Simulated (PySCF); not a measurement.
Bonds (- single, = double, # triple, : aromatic): B1-N2 1.387 Å. B1 carries H3, H4; N2 carries H5, H6.

- PBE0-D3(BJ)/def2-SVP structure
- σ from GIAO-PBE0/pcSseg-1
- program: PySCF 2.14
- one averaged value for each set of equivalent atoms, one computed conformer, non-relativistic Hamiltonian, in vacuum

Referencing at the same level of theory: ¹H against TMS; BF3·OEt2 for ¹¹B; NH3 for ¹⁵N.

| atoms | nucleus | count | Hirshfeld charge | δ (ppm) |
| --- | --- | --- | --- | --- |
| N2 | ¹⁵N | 1 | -0.23 | 124.0 |
| B1 | ¹¹B | 1 | 0.10 | ? |
| H3/H4 | ¹H | 2 | -0.07 | 4.81 |
| H5/H6 | ¹H | 2 | 0.13 | ? |

Complete the table.

## Answers


- H5/H6: 4.46 ppm, hydrogen on a nitrogen bonded to B; labile proton, position sensitive to the medium
- B1: 38.1 ppm, boron bonded to N, 2 H

The OH or NH signal is concentration- and solvent-dependent in practice; the value given is the gas-phase one. Hydrogens on boron are broadened and split by ¹¹B (spin 3/2, 80 %) and 10B (spin 3). Experimental scales use liquid or dissolved standards, which lie at an offset from isolated NH3 (liquid NH3: subtract about 20 ppm).
